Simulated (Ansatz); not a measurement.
# MgHF (singlet): the correlation ladder at scale of all distances = 1.000, 6-31G

An exercise on one series of results from a longer session: the logs are not shown, and one member is left open.

The runs use Ansatz 0.2.0, Gaussian basis; 6-31G, core rule «outside noble gas», up to 6 orbitals frozen.

To be run: UHF; CCSD(T) on RHF; BCCD(T) on RHF; CISD; CCSDT(Q) on RHF; CISDTQ; CCSDTQ on RHF; CASSCF and MRCISD+Q, 2 electrons in 2 orbitals; CASSCF and NEVPT2, 2 electrons in 2 orbitals; Full CI.

31 further runs of the same task are left out: 13 for a known fault of the program, 13 that didn't finish, 5 set aside as unsound or not needed.

## The geometry

The geometry derives from a PBE0/def2-TZVP stationary point (not a proven minimum). All distances are scaled together.

3 atoms, charge 0, spin multiplicity 1.

Atoms are counted from 1 here; the program's logs count them from 0.

Bond lengths: F1–Mg2 1.756 Å, Mg2–H3 1.688 Å. Angles: F1–Mg2–H3 180.0°.

As a file:

```xyz
3

F     0.0000    0.0000    1.7331
Mg    0.0000    0.0000   -0.0227
H     0.0000    0.0000   -1.7104
```

Set-up of the first run:

File in.yaml:

```yaml
crystal:
  periodic: [false, false, false]
  atoms:
    - {symbol: F, position_ang: [0.000000, 0.000000, 1.733100]}
    - {symbol: Mg, position_ang: [0.000000, 0.000000, -0.022700]}
    - {symbol: H, position_ang: [0.000000, 0.000000, -1.710400]}
basis:
  gaussian: {orbitals: 6-31G}
magnetization: {spin_polarized: true, initial_magnetization: 0}
hamiltonian: {xc: hf}
output: {orbitals: {seedname: orbitals}}
```

Started as:

```sh
> ansatz run in.yaml --threads 1 --pin off --events-out ev --progress --plain --max-ram 2393MiB
```

Steps of the session up to this table: UHF; CCSD(T) on RHF; BCCD(T) on RHF; CISD; CCSDT(Q) on RHF; CISDTQ; CCSDTQ on RHF; CASSCF and MRCISD+Q, 2 electrons in 2 orbitals; CASSCF and NEVPT2, 2 electrons in 2 orbitals; Full CI.

One of the session's tables, all rows but one given; the rest of the session is left out.

| method | from FCI (kcal/mol) |
| --- | --- |
| RHF | +97.16 |
| RMP2 | +4.96 |
| CISD | +6.02 |
| RCCSD | ? |
| RCCSD(T) | +0.35 |
| BCCD(T) | +0.25 |
| RCCSDT | +0.23 |
| CISDTQ | +0.23 |
| RCCSDT(Q) | -0.04 |
| RCCSDTQ | 0.00 |
| CASSCF pair | +86.67 |
| NEVPT2 pair | +2.11 |
| MRCISD pair | +4.43 |
| MRCISD+Q pair | +1.25 |
| FCI | 0 |

Q: Estimate the row for RCCSD from the others.

As computed: from FCI (kcal/mol): +1.28. In the column «from FCI (kcal/mol)» it lies between MRCISD+Q pair (+1.25) and NEVPT2 pair (+2.11).
